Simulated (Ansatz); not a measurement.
in.yaml

```yaml
crystal:
  periodic: [false, false, false]
  atoms:
    - {symbol: H, position_ang: [0.000000, 0.000000, -0.819000]}
    - {symbol: H, position_ang: [0.000000, 0.000000, -0.074000]}
    - {symbol: H, position_ang: [0.000000, 0.000000, 0.893000]}
basis:
  gaussian: {orbitals: cc-pVQZ}
magnetization: {spin_polarized: true, initial_magnetization: 1}
correlation: {method: ccsdt, electrons: outside_noble_gas}
```

```sh
$ ansatz run in.yaml --threads 1 --pin off --events-out ev --progress --plain --max-ram 2393MiB
```

Question: Roughly how long does this take on 1 thread of Arm Neoverse V2, shared host, and how much host memory?

Answer: 41 s wall and 1.1 GiB.

```
965 factors; integrals over basis functions are off by at most 2.1e-7 eV
mean field evaluation 1: about -43.1257 eV, gradient 5.9e0 eV
mean field evaluation 2: about -43.1256 eV, gradient 5.9e0 eV
mean field evaluation 4: about -43.5530 eV, gradient 6.6e-1 eV
mean field evaluation 8: about -43.5609 eV, gradient 1.1e-3 eV
mean field evaluation 16: about -43.5609 eV, gradient 2.1e-6 eV
mean field -43.56085129 eV, -1.6008317583 hartree, gradient 2.1e-6 eV, S^2 0.769340; 0 other end points of the search recorded, 0 dependent functions left out
reference -43.56085129 eV, -1.6008317583 hartree; 2, 1 occupied and 88, 89 virtual orbitals, 965 factors
second order -1.11613495 eV of doubles, -0.00000000 eV of singles
cycle   1  -1.28400266 eV  change   -1.7e-1 eV  update   3.3e-2
cycle   2  -1.40044157 eV  change   -1.2e-1 eV  update   1.6e-2
cycle   3  -1.40403436 eV  change   -3.6e-3 eV  update   4.8e-3
cycle   4  -1.40621395 eV  change   -2.2e-3 eV  update   1.7e-3
cycle   5  -1.40649787 eV  change   -2.8e-4 eV  update   7.7e-4
cycle   6  -1.40635501 eV  change    1.4e-4 eV  update   2.2e-4
cycle   7  -1.40645115 eV  change   -9.6e-5 eV  update   6.9e-5
cycle   8  -1.40645155 eV  change   -4.0e-7 eV  update   1.8e-5
cycle   9  -1.40644230 eV  change    9.3e-6 eV  update   4.2e-6
cycle  10  -1.40644324 eV  change   -9.4e-7 eV  update   1.2e-6
cycle  11  -1.40644323 eV  change    1.0e-8 eV  update   3.8e-7
cycle  12  -1.40644325 eV  change   -1.8e-8 eV  update   1.2e-7
Total energy: -44.96729454 eV, -1.6525175943 hartree
```

For the same geometry and basis full CI lies 0.0 meV higher.
